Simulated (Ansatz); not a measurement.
Ansatz (an electronic-structure program) input:

Ansatz 0.2 input:
```yaml
crystal:
  periodic: [false, false, false]
  atoms:
    - {symbol: O, position_ang: [-0.00000000, -0.00000000, -0.10780207]}
    - {symbol: H, position_ang: [0.00000000, 0.00000000, 0.86241659]}
basis:
  gaussian:
    orbitals: def2-TZVP
hamiltonian:
  xc: b3lyp
  dispersion: d3bj
total_charge: -1
phonons: {temperatures: {t_min: 298.15, t_max: 298.15, t_step: 100}}
```

Q: Predict the final energy.

A: -75.81128 Eh (B3LYP-D3(BJ)/def2-TZVP). The basis has 37 functions.

Whether it binds its extra electron was not tested at this geometry.
